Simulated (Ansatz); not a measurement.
`[MgH][O][SiH3]` + HCl → `[MgH][Cl]` + `O[SiH3]` at 400 K and 1 bar (ligand exchange at a Mg–O bond).

Computed with Ansatz on PBE0-D4/def2-TZVP structures; ΔE is electronic, products minus reactants. CCSD(T)/CBS adds triple-zeta CCSD(T) − MP2 to the extrapolated MP2 energy (def2 sets, frozen cores). This one scheme is used for every species. For Mg outer-core shells are correlated without core-valence functions, which leaves a few kJ/mol of doubt a bond.

```csv
species,CCSD(T)/CBS energy (Eh),H − E (kJ/mol),S (J/(mol·K))
`[MgH][O][SiH3]`,-566.62487,116.3,327.8
HCl,-460.38127,29.6,195.4
`[MgH][Cl]`,-660.33122,33.1,254.6
`O[SiH3]`,-366.69042,120.0,276.4
```

H − E and S are ideal-gas, rigid-rotor, harmonic terms from PBE0-D4/def2-TZVP. 1 Eh = 2625.50 kJ/mol, R = 8.31446 J/(mol·K).

Q: By hand: ΔE, ΔH, ΔS and ΔG.

A: ΔE = (-660.33122) + (-366.69042) − (-566.62487) − (-460.38127) = -0.01550 Eh = -40.7 kJ/mol. Δ(H − E) = 33.1 + 120.0 − 116.3 − 29.6 = 7.2, so ΔH = -33.5 kJ/mol. ΔS = 254.6 + 276.4 − 327.8 − 195.4 = 7.8 J/(mol·K). ΔG = -33.5 − 400 × (7.8)/1000 = -36.6 kJ/mol.

Q: By hand: the equilibrium constant, and the temperature at which ΔG would vanish if ΔH and ΔS stayed fixed.

A: log₁₀ K = −ΔG/(RT ln 10) = 4.8. ΔH and −TΔS have one sign here, so there is no such temperature.

The number of gas molecules stays the same, so ΔS is small and ΔH decides. A doubt of 5 kJ/mol in ΔE shifts log₁₀ K by 0.7 here. These are equilibria of isolated gas molecules and say nothing of rates. Largest T1 diagnostic: 0.011 (customary marks: 0.02 for closed shells, 0.045 for open ones).
